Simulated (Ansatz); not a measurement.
**CH (charge +1): state-averaged CASSCF**

Computed with Ansatz's Gaussian-basis code (development build). State-averaged CASSCF with equal weights; occupations are averaged over the states; levels count from the state that is lowest in CASSCF. Solutions may break the symmetry of the shape. Lower solutions, or ones in other orbitals, may exist. The average may hold one member of a degenerate pair alone.

Geometry: bond length 1.1472 Å.

Basis cc-pVDZ, nonrelativistic, 1 orbital frozen in the corrections; active space CAS(4,5). Averaged: 2 singlets.

CASSCF levels: singlet 0.00, singlet 3.03 eV.

Problem. How does SC-NEVPT2 move them?

Solution. singlet 0.00, singlet 3.12 eV, in the same order of listing. The lowest state stays.
